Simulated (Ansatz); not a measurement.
**What each rung costs and misses: atomization of HF, singlet**

Geometry (MP2(full)/6-31G*, from the G2/97 set):

```
atom   x (Å)   y (Å)   z (Å)
   F  0.0000  0.0000  0.0000
   H  0.0000  0.0000  0.9339
```

Measured, as an electronic atomization energy: 590.0 kJ/mol (G2/97 heats of formation of molecule and atoms, with zero-point and thermal terms from B3LYP taken off; Curtiss et al., J. Chem. Phys. 106, 1063 (1997), Staroverov et al., J. Chem. Phys. 119, 12129 (2003)). The measured value holds scalar relativity and spin–orbit coupling, which all computed ones lack, and core correlation, which the wave-function levels lack. Atoms are taken at the same level; beside RHF, RMP2 and RCC rows they are unrestricted. The atoms' steps beyond CCSDT(Q) are taken from restricted open-shell runs, which share full CI's core. Ansatz 0.2.0; the 6-31G* set has Cartesian d functions; a miss is computed less measured; times are wall times on shared hosts and scatter by a factor of two or so.

```csv
level,basis,miss (kJ/mol),time of the run,hardware
RHF,cc-pVDZ,-212.1,0.09 s,1 CPU thread
RMP2,cc-pVDZ,-49.9,–,–
RCCSD(T),cc-pVDZ,-62.0,0.15 s,1 CPU thread
RCCSDT(Q),cc-pVDZ,-61.2,0.39 s,1 CPU thread
RCCSDTQ,cc-pVDZ,-61.2,2.4 s,1 CPU thread
full CI,cc-pVDZ,-61.2,6 s,1 CPU thread
RHF,cc-pVTZ,-192.0,0.09 s,1 CPU thread
RMP2,cc-pVTZ,-1.0,–,–
RCCSD(T),cc-pVTZ,-17.9,0.27 s,1 CPU thread
RCCSDT(Q),cc-pVTZ,-17.8,4.2 s,1 CPU thread
RHF,cc-pVQZ,-188.7,0.18 s,1 CPU thread
RMP2,cc-pVQZ,13.2,–,–
RCCSD(T),cc-pVQZ,-5.5,0.96 s,1 CPU thread
RCCSDT(Q),cc-pVQZ,-5.5,2.3 s,H100 + 5 CPU threads
```

HF's time is that of a plain UHF run. A dash: the level came out of a higher level's run.

A composite of the best parts (restricted reference, at this geometry, which isn't the minimum of the high levels):

```
                                    part  kJ/mol
Hartree–Fock limit (T, Q; exp(−5.46 √X))  402.29
   CCSD(T) correlation limit (T, Q; X⁻³)  189.96
                    CCSDT − CCSD(T) (QZ)   -0.55
                                (Q) (QZ)    0.53
                  CCSDTQ − CCSDT(Q) (DZ)   -0.07
                   full CI − CCSDTQ (DZ)    0.03
                                     sum   592.2
                       sum less measured     2.2
```
